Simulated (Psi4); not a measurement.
Psi4 input (wB97X-D/6-31G*):

```
memory 1500 MB

molecule {
1 2
B    -0.00000000   -0.00000000    0.00000000
F     0.01679907    1.31515438    0.03157775
F     1.13083137   -0.67238813   -0.00500122
F    -1.14763045   -0.64276625   -0.02657653
symmetry c1
no_reorient
no_com
}

set {
  basis 6-31G*
  reference uks
  scf_type pk
  dft_radial_points 99
  dft_spherical_points 590
  e_convergence 1e-8
  d_convergence 1e-7
  maxiter 150
}

e = energy('wb97x-d')
print_out(f'\nFINAL {e:.10f} DIPOLE {variable("CURRENT DIPOLE")[0]:.6f} {variable("CURRENT DIPOLE")[1]:.6f} {variable("CURRENT DIPOLE")[2]:.6f}\n')
```

Output:

```
   => Loading Basis Set <=

    Name: 6-31G*
    Role: ORBITAL
    Keyword: BASIS
    atoms 1   entry B          line    94 file 6-31gs.gbs
    atoms 2-4 entry F          line   162 file 6-31gs.gbs

   => WB97X-D: Empirical Dispersion <=

    Chai and Head-Gordon Dispersion Correction
    Chai, J.-D.; Head-Gordon, M. (2010), J. Chem. Phys., 132: 6615-6620

        s6 =       1.000000

         ---------------------------------------------------------
                                   SCF
               by Justin Turney, Rob Parrish, Andy Simmonett
                          and Daniel G. A. Smith
                              UKS Reference
         ---------------------------------------------------------

  ==> Geometry <==

    Molecular point group: c1
    Full point group: C1

    Geometry (in Angstrom), charge = 1, multiplicity = 2:

       Center              X                  Y                   Z               Mass
    ------------   -----------------  -----------------  -----------------  -----------------
         B            0.000000000000     0.000000000000     0.000000000000    11.009305360000
         F            0.016799070000     1.315154380000     0.031577750000    18.998403162730
         F            1.130831370000    -0.672388130000    -0.005001220000    18.998403162730
         F           -1.147630450000    -0.642766250000    -0.026576530000    18.998403162730

  Running in c1 symmetry.

  Rotational constants: A =      0.34175  B =      0.34175  C =      0.17088 [cm^-1]
  Rotational constants: A =  10245.52582  B =  10245.52581  C =   5122.76291 [MHz]
  Nuclear repulsion =  110.729648596395450

  Charge       = 1
  Multiplicity = 2
  Electrons    = 31
  Nalpha       = 16
  Nbeta        = 15

  ==> Algorithm <==

  SCF Algorithm Type is PK.
  DIIS enabled.
  MOM disabled.
  Fractional occupation disabled.
  Guess Type is SAD.
  Energy threshold   = 1.00e-08
  Density threshold  = 1.00e-07
  Integral threshold = 1.00e-12

  ==> Primary Basis <==

  Basis Set: 6-31G*
    Blend: 6-31G*
    Number of shells: 24
    Number of basis functions: 60
    Number of Cartesian functions: 60
    Spherical Harmonics?: false
    Max angular momentum: 2

  ==> DFT Potential <==

   => LibXC <=

    Version 7.1.2
    S. Lehtola, C. Steigemann, M. J. T. Oliveira, and M. A. L. Marques,  SoftwareX 7, 1–5 (2018) (10.1016/j.softx.2017.11.002)

   => Composite Functional: WB97X-D <=

    wB97X-D Hyb-GGA Exchange-Correlation Functional

    J.-D. Chai and M. Head-Gordon,  Phys. Chem. Chem. Phys. 10, 6615–6620 (2008) (10.1039/B810189B)

    Deriv               =              1
    GGA                 =           TRUE
    Meta                =          FALSE

    Exchange Hybrid     =           TRUE
    MP2 Hybrid          =          FALSE

   => Exchange-Correlation Functionals <=

    1.0000   wB97X-D range-separated functional

   => Exact (HF) Exchange <=

    0.7780            HF,LR [omega = 0.2000]
    0.2220               HF

   => LibXC Density Thresholds  <==

    XC_HYB_GGA_XC_WB97X_D:  1.00E-14

   => Molecular Quadrature <=

    Radial Scheme          =       TREUTLER
    Pruning Scheme         =           NONE
    Nuclear Scheme         =       TREUTLER

    Blocking Scheme        =         OCTREE
    BS radius alpha        =              1
    Pruning alpha          =              1
    Radial Points          =             99
    Spherical Points       =            590
    Total Points           =         223961
    Total Blocks           =           1696
    Max Points             =            256
    Max Functions          =             59
    Weights Tolerance      =       1.00E-15

  ==> Integral Setup <==

  Using in-core PK algorithm.
   Calculation information:
      Number of atoms:                   4
      Number of AO shells:              24
      Number of primitives:             60
      Number of atomic orbitals:        60
      Number of basis functions:        60

      Integral cutoff                 1.00e-12
      Number of threads:                 1

  Performing in-core PK
  Using 5026095 doubles for integral storage.
  We computed 43571 shell quartets total.
  Whereas there are 45150 unique shell quartets.

  Computing range-separated integrals for PK
  We computed 43571 wK shell quartets total.
  Whereas there are 45150 wK unique shell quartets.

  ==> DiskJK: Disk-Based J/K Matrices <==

    J tasked:                  Yes
    K tasked:                  Yes
    wK tasked:                 Yes
    Omega:               2.000E-01
    Schwarz Cutoff:          1E-12


  Cached 100.0% of DFT collocation blocks in 0.346 [GiB].

  Minimum eigenvalue in the overlap matrix is 4.6931077938E-03.
  Reciprocal condition number of the overlap matrix is 7.9940662437E-04.
    Using symmetric orthogonalization.

  ==> Pre-Iterations <==

  SCF Guess: Superposition of Atomic Densities via on-the-fly atomic UHF (no occupation information).

   -------------------------
    Irrep   Nso     Nmo
   -------------------------
     A         60      60
   -------------------------
    Total      60      60
   -------------------------

  ==> Iterations <==

                        Total Energy        Delta E     RMS |[F,P]|

   @UKS iter SAD:  -323.80662363384914   -3.23807e+02   0.00000e+00
   @UKS iter   1:  -323.87578807500404   -6.91644e-02   4.49685e-03 ADIIS/DIIS
   @UKS iter   2:  -323.89371785357127   -1.79298e-02   3.56391e-03 ADIIS/DIIS
   @UKS iter   3:  -323.90791330782713   -1.41955e-02   5.78007e-04 ADIIS/DIIS
   @UKS iter   4:  -323.90830583631032   -3.92528e-04   9.59087e-05 DIIS
   @UKS iter   5:  -323.90833415409958   -2.83178e-05   2.13340e-05 DIIS
   @UKS iter   6:  -323.90833625355975   -2.09946e-06   3.95370e-06 DIIS
   @UKS iter   7:  -323.90833633912547   -8.55657e-08   1.05390e-06 DIIS
   @UKS iter   8:  -323.90833634088750   -1.76203e-09   1.38312e-06 DIIS
   @UKS iter   9:  -323.90833634320842   -2.32092e-09   6.45608e-08 DIIS
  Energy and wave function converged.

  ==> Post-Iterations <==

   Electrons on quadrature grid:
      Nalpha   =   15.9999999062 ; deviation = -9.379e-08
      Nbeta    =   14.9999999362 ; deviation = -6.382e-08
      Ntotal   =   30.9999998424 ; deviation = -1.576e-07

   @Spin Contamination Metric:   5.642283163E-03
   @S^2 Expected:                7.500000000E-01
   @S^2 Observed:                7.556422832E-01
   @S   Expected:                5.000000000E-01
   @S   Observed:                5.000000000E-01

    Orbital Energies [Eh]
    ---------------------

    Alpha Occupied:

       1A    -25.257348     2A    -25.257347     3A    -25.257346
       4A     -7.376181     5A     -1.743306     6A     -1.706416
       7A     -1.706416     8A     -1.046571     9A     -1.017187
      10A     -1.017186    11A     -0.963331    12A     -0.927847
      13A     -0.927847    14A     -0.900810    15A     -0.896032
      16A     -0.896031

    Alpha Virtual:

      17A     -0.198542    18A     -0.119985    19A      0.051688
      20A      0.051689    21A      0.193077    22A      0.267174
      23A      0.267175    24A      0.309032    25A      0.843999
      26A      0.843999    27A      0.855103    28A      0.855103
      29A      0.867812    30A      1.045432    31A      1.045432
      32A      1.060661    33A      1.070618    34A      1.070618
      35A      1.138841    36A      1.165354    37A      1.328773
      38A      1.328773    39A      1.540796    40A      1.540797
      41A      1.550656    42A      1.559758    43A      1.566237
      44A      1.566238    45A      1.611030    46A      1.611031
      47A      1.668095    48A      1.758232    49A      1.881706
      50A      2.240965    51A      2.240966    52A      2.584301
      53A      2.584301    54A      2.820935    55A      2.820936
      56A      3.110508    57A      3.295458    58A      4.217883
      59A      4.243875    60A      4.243877

    Beta Occupied:

       1A    -25.246455     2A    -25.246437     3A    -25.246436
       4A     -7.376843     5A     -1.716605     6A     -1.675797
       7A     -1.675797     8A     -1.035026     9A     -0.990739
      10A     -0.990739    11A     -0.953429    12A     -0.882242
      13A     -0.882242    14A     -0.849985    15A     -0.849985

    Beta Virtual:

      16A     -0.608447    17A     -0.197677    18A     -0.116182
      19A      0.064743    20A      0.064744    21A      0.191444
      22A      0.267616    23A      0.267618    24A      0.310353
      25A      0.858139    26A      0.858139    27A      0.858803
      28A      0.858804    29A      0.871392    30A      1.047667
      31A      1.047667    32A      1.086537    33A      1.086538
      34A      1.092835    35A      1.144136    36A      1.171472
      37A      1.340842    38A      1.340843    39A      1.555694
      40A      1.555835    41A      1.555835    42A      1.577127
      43A      1.577128    44A      1.578725    45A      1.629377
      46A      1.629377    47A      1.687218    48A      1.772495
      49A      1.884614    50A      2.243196    51A      2.243197
      52A      2.595451    53A      2.595451    54A      2.827900
      55A      2.827902    56A      3.113182    57A      3.298351
      58A      4.223839    59A      4.252921    60A      4.252921

    Final Occupation by Irrep:
              A
    DOCC [    15 ]
    SOCC [     1 ]
    NA   [    16 ]
    NB   [    15 ]

  @UKS Final Energy:  -323.90833634320842

   => Energetics <=

    Nuclear Repulsion Energy =            110.7296485963954495
    One-Electron Energy =                -659.7475099567891448
    Two-Electron Energy =                 249.9404882052977541
    DFT Exchange-Correlation Energy =     -24.8307281996909452
    Empirical Dispersion Energy =          -0.0002349884215661
    VV10 Nonlocal Energy =                  0.0000000000000000
    Total Energy =                       -323.9083363432084184

  UHF NO Occupations:
  HONO-2 :   14  A 1.9987759
  HONO-1 :   15  A 1.9987759
  HONO-0 :   16  A 1.0000000
  LUNO+0 :   17  A 0.0012241
  LUNO+1 :   18  A 0.0012241
  LUNO+2 :   19  A 0.0001202
  LUNO+3 :   20  A 0.0000688

Computation Completed

Properties will be evaluated at   0.000000,   0.000000,   0.000000 [a0]

Properties computed using the SCF density matrix

 Multipole Moments:

 ------------------------------------------------------------------------------------
     Multipole            Electronic (a.u.)      Nuclear  (a.u.)        Total (a.u.)
 ------------------------------------------------------------------------------------

 L = 1.  Multiply by 2.5417464519 to convert [e a0] to [Debye]
 Dipole X            :          0.0000021           -0.0000002            0.0000019
 Dipole Y            :          0.0000021            0.0000000            0.0000021
 Dipole Z            :          0.0000001            0.0000000            0.0000001
 Magnitude           :                                                    0.0000028

 ------------------------------------------------------------------------------------

FINAL -323.9083363432 DIPOLE 0.000002 0.000002 0.000000

*** Psi4 exiting successfully. Buy a developer a beer!
```

The dipole moment of an ion depends on the origin.

The geometry given is a B3LYP-D3(BJ)/def2-TZVP minimum of the species of charge 0 and multiplicity 1, not of this state.
